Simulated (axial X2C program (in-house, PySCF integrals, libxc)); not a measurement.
## LiC⁺: cheaper levels and CCSD(T), 2c

All values were computed with an axial X2C code built on PySCF integrals. Two-component (2c) means X2C with spin–orbit coupling and atomic mean-field two-electron Coulomb and Gaunt terms. Basis: C dyall-v3z [7s6p2d1f], Li dyall-cv3z [7s8p2d] (cores contracted in-house); Gaussian nuclei, density fitting, unrestricted open shells. Masses: C 12.000 u, Li 7.016 u.

State: Ω = 2 (⟨Sz⟩ = 1.00, ⟨Lz⟩ = 1.00 at HF); fragments C + Li+.

```csv
level,Re (Å),ωe (cm⁻¹),De (eV)
PBE0,2.288,328.1,0.417
HF,2.287,336.1,0.400
MP2,2.316,317.9,0.443
CCSD,2.323,313.9,0.439
M06,2.354,295.2,0.470
```

Correlated methods: 4 electrons correlated (number of frozen shells: C 1 s; Li 1 s), 150 virtual spin orbitals or spinors in MP2, 48 natural virtuals in coupled cluster.

CCSD(T), same Hamiltonian and basis:

Re = 2.326 Å, ωe = 312.7 cm⁻¹, De = 0.44 eV; T1 = 0.011 (Lee–Taylor normalisation).

**Question.** Give the differences from CCSD(T) in the columns below.

**Answer.** 

```
level  ΔRe (Å)  Δωe (cm⁻¹)  ΔDe (eV)
 PBE0   -0.038          15     -0.02
   HF   -0.039          23     -0.04
  MP2   -0.010           5      0.00
 CCSD   -0.003           1      0.00
  M06    0.028         -18      0.03
```

Occupations by symmetry block were frozen at the best pattern of an incomplete PBE0 search. De is counted from the lowest determinant-based energies of the atoms at the same level, without counterpoise correction. Density functionals use the spin component along the axis (collinear). CCSD and (T) use frozen natural virtuals with an MP2 correction for the truncation; (T) itself is uncorrected, so its De runs slightly low. The 2c atoms are single determinants rather than J levels; their spin–orbit lowering is only partly caught, and De is too large by that part. This holds for PBE0, MP2, CCSD, M06, CCSD(T). PBE0 can misorder states that lie within some tenths of an eV, so this need not be the ground state of the molecule. The nearest other 2c determinant of the search, Ω = 1, lies 0.45 eV up at the distance of the search. The functionals have no current-density term, which raises determinants with orbital currents, atoms included. The atomic limit has a lower orbital projection than the molecule and lies lower at mean-field level, so De may be about a tenth of an eV too small. With several unpaired electrons one determinant need not be a pure state. Open-shell Ω = 0 determinants with evenly filled partner blocks cannot be reached by this program, so the Ω shown need not be the lowest component.
